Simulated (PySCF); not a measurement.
**HOAl, triplet in 6-31G: errors against RCCSDT**

Geometry: that of the HOAl, singlet, kept fixed. The singlet lies 3.5 eV lower here.

```xyz
3

Al    0.0000    0.0000    1.4330
O     0.0000    0.0000   -0.2415
H     0.0000    0.0000   -1.1915
```

Basis 6-31G; PySCF 2.14.0. Only valence electrons are correlated (noble-gas cores frozen), which leaves 10 electrons in 18 orbitals. Prefix R: restricted or restricted open-shell reference; prefix U: unrestricted.

Full CI isn't at hand for all of this; RCCSDT serves as the reference. It lacks quadruple excitations, which often exceed the step from CCSD(T) to CCSDT. The frozen core follows each run's orbitals, which can shift R against U totals by a few meV.

```
UHF ⟨S²⟩                          : 2.003
T1 diagnostic (ROHF- or RHF-based CCSD)             : 0.0235
largest doubles amplitude (ROHF- or RHF-based CCSD) : 0.047
T1 diagnostic (UCCSD)             : 0.0201
```

```csv
level,E − E(RCCSDT) (kcal/mol),share of correlation (%),wall time
RHF,89.01,0.00,–
UHF,88.56,0.50,–
RMP2,4.60,94.83,–
UMP2,4.30,95.17,–
RCCSD,1.43,98.39,–
UCCSD,1.43,98.39,–
RCCSD(T),0.19,99.79,0.28 s
UCCSD(T),0.17,99.81,0.22 s
UCCSDT,-0.01,100.01,5.7 s
```

The correlation energy at RCCSDT, counted from RHF, is -3.860 eV. That run took 5.3 s on 1 thread of Arm Neoverse V2, shared host.

Times are those of the correlated step on a shared host, with one SCF added for the restricted CCSD run; they ran on 1 thread of Arm Neoverse V2.
